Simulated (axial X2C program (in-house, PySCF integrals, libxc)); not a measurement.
Estimating the spin–orbit splitting of the π levels of HF

All values were computed with an in-house relativistic program for diatomic molecules. Spin-free means the one-electron spin-free X2C Hamiltonian; two-component (2c) means X2C with spin–orbit coupling and atomic mean-field two-electron Coulomb and Gaunt terms, so the difference of the two also holds small scalar two-electron terms. Basis: F dyall-av3z [7s6p3d2f], H dyall-v3z [6s2p1d] (cores contracted in-house); Gaussian nuclei, density fitting, unrestricted open shells. Masses: F 18.998 u, H 1.008 u.

Hartree–Fock at 0.919 Å, closed shell. Valence p splittings ε(p3/2) − ε(p1/2) of spherical Dirac–Hartree–Fock atoms with fractionally filled p shells: F 2p 0.072 eV.

```tsv
filled π level (eV), spin-free	F p share	H p share
-17.68	0.91	0.06
```

Question: In first order a p shell splits by 3ζ/2 and a π orbital by ζ. Estimate the splitting of each π level from the shares.

Answer: level -17.68 eV: (2/3) × (0.91 × 0.072) = 0.04 eV.

The two-component Hartree–Fock calculation gives:

| ε(ω = 1/2) (eV) | σ share of it | ε(ω = 3/2) (eV) | splitting (eV) | estimate (eV) |
| --- | --- | --- | --- | --- |
| -17.703 | 0.00 | -17.657 | 0.05 | 0.04 |

The estimate leaves out the mixing of π1/2 with σ1/2 levels, which pushes the ω = 1/2 spinor up or down, the d and f parts of the orbital, small shares of the strongly split outer-core p shell of a metal, the Gaunt term (absent from the atomic values), and the change of the atomic p orbitals with charge; Löwdin shares depend on the basis.
